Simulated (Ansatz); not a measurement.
# BSiHO (singlet): wave-function methods side by side at a displaced geometry (v1), cc-pVDZ

The task here is to estimate one member of a computed series from the others.

The runs use Ansatz 0.2.0, Gaussian basis; cc-pVDZ, core rule «outside noble gas», up to 7 orbitals frozen.

The runs, in order: UHF; CCSD(T) on RHF; CCSD(T) on UHF; BCCD(T) on RHF; CISD; CCSDT(Q) on RHF; CCSDT(Q) on UHF; CASSCF and MRCISD+Q, 8 electrons in 8 orbitals; CASSCF and MRCISD+Q(relaxed), 8 electrons in 8 orbitals; CASSCF and NEVPT2, 8 electrons in 8 orbitals.

14 further runs of the same task are left out: 6 that didn't finish, 8 set aside as unsound or not needed. Runs told in other sessions of the task aren't counted.

### The geometry

The geometry is a PBE0/def2-TZVP stationary point (not a proven minimum) with its atoms shifted at random (size 0.040 Å).

4 atoms, charge 0, spin multiplicity 1.

Atoms are counted from 1 here; the program's logs count them from 0.

Bond lengths: O1–B2 1.216 Å, B2–Si3 2.071 Å, Si3–H4 1.461 Å. Angles: O1–B2–Si3 177.8°, B2–Si3–H4 90.0°.

Set-up of the first run:

Contents of in.yaml:

```yaml
crystal:
  periodic: [false, false, false]
  atoms:
    - {symbol: O, position_ang: [-0.022514, 0.004885, 1.946157]}
    - {symbol: B, position_ang: [-0.023347, 0.006281, 0.729860]}
    - {symbol: Si, position_ang: [0.024617, -0.055499, -1.339853]}
    - {symbol: H, position_ang: [-0.078160, 1.401522, -1.386418]}
basis:
  gaussian: {orbitals: cc-pVDZ}
magnetization: {spin_polarized: true, initial_magnetization: 0}
hamiltonian: {xc: hf}
output: {orbitals: {seedname: orbitals}}
```

Started as:

```bash
ansatz run in.yaml --threads 1 --pin off --events-out ev --progress --plain --max-ram 2393MiB
```

Steps of the session up to this table: UHF; CCSD(T) on RHF; CCSD(T) on UHF; BCCD(T) on RHF; CISD; CCSDT(Q) on RHF; CCSDT(Q) on UHF; CASSCF and MRCISD+Q, 8 electrons in 8 orbitals; CASSCF and MRCISD+Q(relaxed), 8 electrons in 8 orbitals; CASSCF and NEVPT2, 8 electrons in 8 orbitals.

One of the session's tables, all rows but one given; the rest of the session is left out.

```
   method  from RCCSDT(Q) (kJ/mol)
      RHF                   +999.9
      UHF                   +989.8
     RMP2                   +107.3
     UMP2                   +121.6
     CISD                   +146.0
    RCCSD                        ?
    UCCSD                    +42.6
 RCCSD(T)                     +6.6
 UCCSD(T)                     +7.3
  BCCD(T)                     +6.3
   RCCSDT                     +3.7
   UCCSDT                     +3.8
RCCSDT(Q)                        0
UCCSDT(Q)                      0.0
```

**Question.** Estimate the row for RCCSD.

The run gave: from RCCSDT(Q) (kJ/mol): +41.4. In the column «from RCCSDT(Q) (kJ/mol)» it lies between UCCSD(T) (+7.3) and UCCSD (+42.6).

Not comparable, so not listed: CASSCF and NEVPT2, 8 electrons in 8 orbitals (they don't share determinant, frozen orbitals or solution with the rows shown, or repeat one).

To keep in mind: Left out of the table: CASSCF frontier, MRCISD frontier, MRCISD+Q frontier (the active space lost an orbital or holds another state than full CI finds). Left out of the table: MRCISD+Q(relaxed) frontier (another determinant or state than the rows shown). Restricted and unrestricted rows rest on different reference determinants; a gap between their highest levels can come from leftover correlation error, from unlike frozen cores or from another state. Warnings in the runs' records: passed over end.
